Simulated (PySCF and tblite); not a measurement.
# Conformers and averaged properties: C₃H₇N, numbered as in [NH2:1][CH:2]1[CH2:3][CH2:4]1

Conformers came from 60 starts (ETKDG and KDG, MMFF94s, GFN2-xTB); geometries are GFN2-xTB. Weights use r2SCAN-D3(BJ)/def2-TZVP energies plus GFN2-xTB zero-point and thermal terms (modes under about 100 cm⁻¹ blended into free rotors). Symmetry numbers and mirror images are counted. Conformers within 2.5 kcal/mol (GFN2-xTB free energy) were kept, 6 at most. GIAO shieldings: PBE0/pcSseg-1. Shifts are against TMS (¹H), TMS (¹³C), NH3 (¹⁵N) at the same level; of two unlike H on one atom, a is the less shielded. Codes: tblite and PySCF.

Torsions listed: H1–N1–C2–C3. Of a mirror pair one member is shown.

```
conformer  shape   symmetry  E(GFN2) kcal/mol  E(DFT) kcal/mol  G(298.15 K) kcal/mol  weight %  dipole D
        1  -154°         Cs              0.89             0.00                  0.00      97.0      1.25
        2    82°  C1 (pair)              0.00             2.27                  2.06       3.0      1.17
```

Weights (%) against temperature:

```json
{"T (K)": "250", "1": "98.6", "2": "1.4", "S(mix) cal/mol/K": "0.17"}
{"T (K)": "298.15", "1": "97.0", "2": "3.0", "S(mix) cal/mol/K": "0.31"}
{"T (K)": "350", "1": "94.7", "2": "5.3", "S(mix) cal/mol/K": "0.49"}
```

Averaged shifts at 298.15 K. ¹H: 2.48 (H2, 1H), 0.39 (H3a/H4a, 2H), 0.36 (H3b/H4b, 2H) ppm. ¹³C: 27.5 (C2), 9.8 (C3/C4) ppm. ¹⁵N: 46.5 (N1) ppm.

Coordinates of conformer 1 (Å):

```xyz
11

N     1.482   -0.204   -0.358
C     0.280   -0.107    0.421
C    -0.740    0.897   -0.022
C    -0.991   -0.567   -0.226
H     1.897   -1.126   -0.271
H     2.167    0.481   -0.055
H     0.371   -0.273    1.498
H    -0.500    1.486   -0.893
H    -1.310    1.421    0.730
H    -0.917   -0.948   -1.232
H    -1.734   -1.058    0.384
```

Coordinates of conformer 2 (Å):

```xyz
11

N    -1.297   -0.871    0.430
C    -0.166   -0.475   -0.356
C     0.310    0.954   -0.439
C     1.106   -0.075    0.317
H    -2.162   -0.701   -0.074
H    -1.328   -0.347    1.298
H    -0.091   -1.073   -1.257
H    -0.217    1.701    0.137
H     0.699    1.321   -1.375
H     1.110   -0.018    1.395
H     2.042   -0.413   -0.101
```

H on N, O and S are left out: they exchange, and hydrogen bonds move them by several ppm. Unscaled ¹⁵N shifts at such levels can be off by tens of ppm; differences between conformers or isomers are more reliable. Shifts are unscaled: against experiment ¹³C can be off by 15 ppm or more and ¹H by 0.8 ppm.

Search and properties took 37 s on 1 thread of AMD EPYC 7B13, shared host (rough), launched as `OMP_NUM_THREADS=1 python ens_run.py task.json out`.


¹⁵N shifts are against a computed isolated NH3 molecule, about 20 ppm from the liquid.